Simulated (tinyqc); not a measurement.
RKS/LDA (VWN5) in the sto-3g basis, for CH2, spin multiplicity 1, step by step. One step of it, computed by the program tinyqc.

Problem. Iteration 2: DIIS coefficients. Solve [B -1; -1 0][c; lambda] = [0; -1] for the coefficients, which sum to one.

B (overlaps of the stored error matrices):
```
               1              2
1  2.6980489e+00  6.5261050e-03
2  6.5261050e-03  7.9156562e-03
```

Give: DIIS coefficients.

Solution.

DIIS coefficients: 0.0005  0.9995
